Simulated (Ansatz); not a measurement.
## RbFe$_{2}$As$_{2}$: computed properties

Method: DFT r2SCAN, scalar-relativistic, plane waves, PAW in Ansatz.

Settings: cutoff 500 eV, Γ-centred mesh 14×14×14 on the computed 5-atom cell, Gaussian smearing of 0.10 eV; collinear spin from starting moments 0 1.96 1.96 -0.15 -0.15 μB.

The structure is relaxed at this level of theory with its symmetry kept. Whether it is the stable form of this composition wasn't checked.

```
Rb Fe As
1.0
    -1.81887    1.81887    7.71875
     1.81887   -1.81887    7.71875
     1.81887    1.81887   -7.71875
Rb Fe As
1 2 2
Direct
  0.00000 0.00000 0.00000
  0.75000 0.25000 0.50000
  0.25000 0.75000 0.50000
  0.34939 0.34939 0.00000
  0.65061 0.65061 0.00000
```

**Question.** Formation energy from the elements' standard states (uncorrected)?

**Answer.** -0.230 eV/atom.

**Question.** Density of states at the Fermi level?

**Answer.** 2.29 states/eV per cell.

**Question.** Löwdin character within 0.5 eV of the Fermi level?

**Answer.** Fe 3d 57 %, As 4p 35 %, unprojected 5 %.

**Question.** Bader charges (e)?

**Answer.** Rb (1 in the cell) 0.75, Fe (2 in the cell) 0.34, As (2 in the cell) -0.71.

**Question.** Total moment?

**Answer.** 3.09 μB per cell.

**Question.** Site moments (μB; atoms counted from 1 over the whole cell)?

**Answer.** Fe (atom 2) 1.78, Fe (atom 3) 1.78, As (atom 4) -0.14, As (atom 5) -0.14.

The state reached may not be the lowest one. Only parallel moments were tried here.

Only this magnetic start was tried.

Cost: 1 run of about 11 core-minutes, on Oxide Virtual Turin-like Processor (Zen 5) (shared hosts).